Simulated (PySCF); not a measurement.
Silanamine, H5NSi.
SMILES: `N[SiH3]`

Method: PBE0/pcSseg-1 in PySCF (dipole) on a GFN2-xTB geometry, gas phase.

Take the most abundant isotopes and a rigid rotor. 

Question: Give the principal moments of inertia and the rotational constants in cm⁻¹.

Answer: Ia = 7.35, Ib = 39.35, Ic = 40.73 u·Å²; 505379 MHz·u·Å²/I gives 68770, 12842 and 12407 MHz, that is A = 2.29391, B = 0.42836, C = 0.41385 cm⁻¹.

Question: What kind of rotor is it?

Answer: A near-prolate asymmetric top: κ = (2 × 12842 − 68770 − 12407)/(68770 − 12407) = -0.98.

Question: Is it planar, by Δ = Ic − Ia − Ib?

Answer: Not planar: Δ = Ic − Ia − Ib = -5.97 u·Å². For a rigid frame Δ = −2 Σ m c², so Σ m c² = 2.98 u·Å² lies off the ab plane: 2.96 from hydrogen and 0.02 from heavier atoms. The atom farthest from that plane is 1.35 Å away.

Question: Give the other two planar moments, Paa and Pbb, and the rms extents of the mass along the axes.

Answer: Paa = Σ m a² = (Ib + Ic − Ia)/2 = 36.37 and Pbb = Σ m b² = (Ia + Ic − Ib)/2 = 4.36 u·Å². With the mass M = 47.02 u, the rms extents √(P/M) along a, b and c are 0.88, 0.30, 0.25 Å.

Question: Where do the levels up to J = 3 lie, in K?

Answer: Above 0(0,0), as E/k:
J = 1: 1(0,1) 1.212, 1(1,1) 3.896, 1(1,0) 3.917
J = 2: 2(0,2) 3.635, 2(1,2) 6.299, 2(1,1) 6.361, 2(2,1) 14.413, 2(2,0) 14.414
J = 3: 3(0,3) 7.270, 3(1,3) 9.902, 3(1,2) 10.028, 3(2,2) 18.049, 3(2,1) 18.049, 3(3,1) 31.522, 3(3,0) 31.522

Question: Predict some low-J microwave lines.

Answer: The dipole components are |μa| = 0.79 D, |μb| = 0.00 D, |μc| = 0.92 D; the mirror of this Cs structure is the ac plane, so μb vanishes by symmetry and there are no b-type lines. The squared components, which scale the intensities, stand as 0.73 : 1.00 (a : c). Some lines, for components of 0.1 D or more:

```tsv
type	branch	J(Ka,Kc)	MHz	lower level (cm⁻¹)
a	Q	1(1,0) ← 1(1,1)	435	2.708
a	Q	2(1,1) ← 2(1,2)	1305	4.378
a	Q	3(1,2) ← 3(1,3)	2610	6.883
a	R	2(1,2) ← 1(1,1)	50063	2.708
a	R	2(0,2) ← 1(0,1)	50495	0.842
a	R	2(1,1) ← 1(1,0)	50933	2.722
c	Q	3(1,3) ← 3(0,3)	54851	5.053
c	Q	2(1,2) ← 2(0,2)	55495	2.527
a	R	3(1,3) ← 2(1,2)	75093	4.378
a	R	3(0,3) ← 2(0,2)	75737	2.527
a	R	3(2,2) ← 2(2,1)	75747	10.018
a	R	3(2,1) ← 2(2,0)	75757	10.018
a	R	3(1,2) ← 2(1,1)	76398	4.421
c	R	1(1,0) ← 0(0,0)	81612	0.000
c	R	2(1,1) ← 1(0,1)	107296	0.842
c	R	3(1,2) ← 2(0,2)	133198	2.527
c	Q	3(2,2) ← 3(1,2)	167133	6.970
c	Q	2(2,1) ← 2(1,1)	167783	4.421
c	R	2(2,1) ← 1(1,1)	219151	2.708
c	R	3(2,1) ← 2(1,1)	243543	4.421
c	R	3(2,2) ← 2(1,2)	244835	4.378
c	Q	3(3,1) ← 3(2,1)	280716	12.545
c	R	3(3,0) ← 2(2,0)	356473	10.018
c	R	3(3,1) ← 2(2,1)	356475	10.018
```

No frequency check. These are rigid-rotor constants of the computed structure; measured ground-state constants (B0) also hold zero-point vibration. A rigid rotor knows nothing of inversion at nitrogen or internal rotation, which can split or shift real lines. Quadrupole hyperfine structure (14N) is left out.

On an Arm Neoverse V1 with one thread (shared host), this took 2.9 s wall. This is the PBE0/pcSseg-1 job that gave the dipole, with the shieldings it also computed.
